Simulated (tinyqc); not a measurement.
Worked calculation: Hueckel theory of the pi electrons, for the molecule c1cc[nH]c1 (SMILES; centres numbered as the heavy atoms are written). Computed by tinyqc, a small Python program that keeps every step. Settings: charge = 0. Command: `OMP_NUM_THREADS=1 python tinyqc.py 21593 21594 out.jsonl` (the two numbers bound the seeds that draw the settings). One thread of a shared host (Intel(R) Xeon(R) Processor @ 2.60GHz), about 0.01 s of CPU time with the checks.

## The Hueckel matrix

Centres:
```
centre  z_r, pi electrons of the neutral centre         h
1C                                            1  0.000000
2C                                            1  0.000000
3C                                            1  0.000000
4N                                            2  1.550000
5C                                            1  0.000000
```

Bonds:
```
i  j         k
1  2         1
2  3         1
3  4  0.780000
4  5  0.780000
5  1         1
```

H_rr = alpha + h_r beta, H_rs = k_rs beta for bonded centres.

Hueckel matrix in units of beta (H = alpha + beta A), order 1C, 2C, 3C, 4N, 5C:
$$\begin{pmatrix}
0.000000 & 1.000000 & 0.000000 & 0.000000 & 1.000000 \\
1.000000 & 0.000000 & 1.000000 & 0.000000 & 0.000000 \\
0.000000 & 1.000000 & 0.000000 & 0.780000 & 0.000000 \\
0.000000 & 0.000000 & 0.780000 & 1.550000 & 0.780000 \\
1.000000 & 0.000000 & 0.000000 & 0.780000 & 0.000000
\end{pmatrix}$$

## Orbitals

pi electrons, sum of z_r less the charge = 6

Diagonalise; E = alpha + x beta with beta < 0, so the largest x are filled first; degenerate levels share their electrons. P = sum n_i c_ri c_si; each orbital has its largest coefficient positive (the first on a tie).

x values: [2.324939, 1.209214, 0.618034, -0.984154, -1.618034]

occupations: [2.000000, 2.000000, 2.000000, 0.000000, 0.000000]

coefficients, order 1C, 2C, 3C, 4N, 5C:
$$\begin{pmatrix}
0.281441 & 0.576893 & -0.371748 & -0.296622 & 0.601501 \\
0.281441 & 0.576893 & 0.371748 & -0.296622 & -0.601501 \\
0.372893 & 0.120694 & 0.601501 & 0.588544 & 0.371748 \\
0.750656 & -0.552498 & 0.000000 & -0.362302 & 0.000000 \\
0.372893 & 0.120694 & -0.601501 & 0.588544 & -0.371748
\end{pmatrix}$$

charge and bond-order matrix P, order 1C, 2C, 3C, 4N, 5C:
$$\begin{pmatrix}
1.100424 & 0.547637 & -0.098063 & -0.214934 & 0.796364 \\
0.547637 & 1.100424 & 0.796364 & -0.214934 & -0.098063 \\
-0.098063 & 0.796364 & 1.030839 & 0.426461 & -0.416375 \\
-0.214934 & -0.214934 & 0.426461 & 1.737475 & 0.426461 \\
0.796364 & -0.098063 & -0.416375 & 0.426461 & 1.030839
\end{pmatrix}$$

## Energy, charges, bond orders

E = sum n x; q_r = z_r - P_rr; bond order p = P_rs; free valence = sqrt(3) - sum of p over the bonds of the atom.

pi energy = 6 alpha + this times beta = 8.304375

pi charges: 1C -0.100424, 2C -0.100424, 3C -0.030839, 4N 0.262525, 5C -0.030839

Bond orders and lengths from R = 1.517 - 0.180 p (angstrom, C-C alone):
```
bond         p         R
1-2   0.547637  1.418425
2-3   0.796364  1.373654
3-4   0.426461         -
4-5   0.426461         -
5-1   0.796364  1.373654
```

free valence of the carbons: 1C 0.388049, 2C 0.388049, 3C 0.509226, 5C 0.509226

gap between the highest filled and the next level = 1.602188 |beta|
